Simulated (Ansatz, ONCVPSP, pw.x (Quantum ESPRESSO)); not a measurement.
# pw.x on diamond Ge: one setting changed

Potential: optimised norm-conserving Vanderbilt (ONCV), ONCVPSP 4.0.1.1 (patched build), LDA (Perdew-Wang 92); core [Ar] 3d10, reference 4s2 4p2; waves: 4s: rc 1.56 bohr, ncon 4, nbas 8, qcut 3.3 1/bohr, 1 projector; 4p: rc 1.95 bohr, ncon 4, nbas 7, qcut 3.5 1/bohr, 2 projectors, debl 1.7 Ha; d scattering state at 0.2 Ha: rc 2.15 bohr, ncon 3, nbas 7, qcut 3.8 1/bohr, 1 projector; local part: polynomial inside 1.15 bohr (lpopt 1, dvloc0 0 Ha); core correction: Teter function, fcfact 3, rcfact 1.5.

The reference run (k-mesh 8³, cutoffs 145/580 Ry, Fermi–Dirac 0.01 Ry, mixing_beta 0.4, conv_thr 1e-9, no spin) gives -0.32 GPa at 22.222 Å³/atom, where all-electron LAPW gives 0.06 GPa. This run, with its own iteration cap, changes mixing_beta to 0.05.

```
&control
  calculation='scf', prefix='x', pseudo_dir='./', outdir='./tmp', tstress=.true., disk_io='none'
/
&system
  ibrav=0, nat=2, ntyp=1, ecutwfc=145, ecutrho=580, nbnd=11,
  occupations='smearing', smearing='fd', degauss=0.01
/
&electrons
  conv_thr=1e-09, mixing_beta=0.05, electron_maxstep=50
/
ATOMIC_SPECIES
Ge 1.0 Ge.UPF
CELL_PARAMETERS angstrom
  0.00000000 2.81143285 2.81143285
  2.81143285 0.00000000 2.81143285
  2.81143285 2.81143285 0.00000000
ATOMIC_POSITIONS crystal
Ge 0.0000 0.0000 0.0000
Ge 0.2500 0.2500 0.2500
K_POINTS automatic
8 8 8 0 0 0
```

```bash
pw.x < Ge.scf.in > Ge.scf.out
```

How does the run end?

It converges in 11 iterations; the free energy moves by +0.0 meV/atom and the pressure by +0.00 GPa. The result is that of the reference run.

```
Message from routine setup:
     using ibrav=0 with symmetry is DISCOURAGED, use correct ibrav instead
     lattice parameter (alat)  =       7.5135  a.u.
     unit-cell volume          =     299.9230 (a.u.)^3
     number of electrons       =         8.00
     number of Kohn-Sham states=           11
     kinetic-energy cutoff     =     145.0000  Ry
     charge density cutoff     =     580.0000  Ry
     scf convergence threshold =      1.0E-09
     Exchange-correlation= SLA  PW   NOGX NOGC
     number of k points=    29  Fermi-Dirac smearing, width (Ry)=  0.0100
     iteration #  1     ecut=   145.00 Ry     beta= 0.05
     total energy              =     -18.55031771 Ry
     estimated scf accuracy    <       0.03526746 Ry
     iteration #  2     ecut=   145.00 Ry     beta= 0.05
     total energy              =     -18.53809415 Ry
     estimated scf accuracy    <       0.03135756 Ry
     iteration #  3     ecut=   145.00 Ry     beta= 0.05
     total energy              =     -18.54051606 Ry
     estimated scf accuracy    <       0.00048772 Ry
     [... 5 iterations left out ...]
     iteration #  9     ecut=   145.00 Ry     beta= 0.05
     total energy              =     -18.54046205 Ry
     estimated scf accuracy    <          7.6E-09 Ry
     iteration # 10     ecut=   145.00 Ry     beta= 0.05
     total energy              =     -18.54046205 Ry
     estimated scf accuracy    <          5.0E-09 Ry
     iteration # 11     ecut=   145.00 Ry     beta= 0.05
     the Fermi energy is     5.6532 ev
!    total energy              =     -18.54046205 Ry
     estimated scf accuracy    <          7.1E-10 Ry
     smearing contrib. (-TS)   =      -0.00085514 Ry
     The total energy is F=E-TS. E is the sum of the following terms:
     one-electron contribution =       4.41570458 Ry
     hartree contribution      =       1.13900710 Ry
     xc contribution           =      -7.87158282 Ry
     ewald contribution        =     -16.22273576 Ry
     convergence has been achieved in  11 iterations
          total   stress  (Ry/bohr**3)                   (kbar)     P=       -3.24
     Message from routine punch:
     Nothing written, as per user request (disk_io='none')
```

The run took about 33 s on one core of a shared host (Intel(R) Xeon(R) 6975P-C, 192 threads, 378 GiB, load 78).
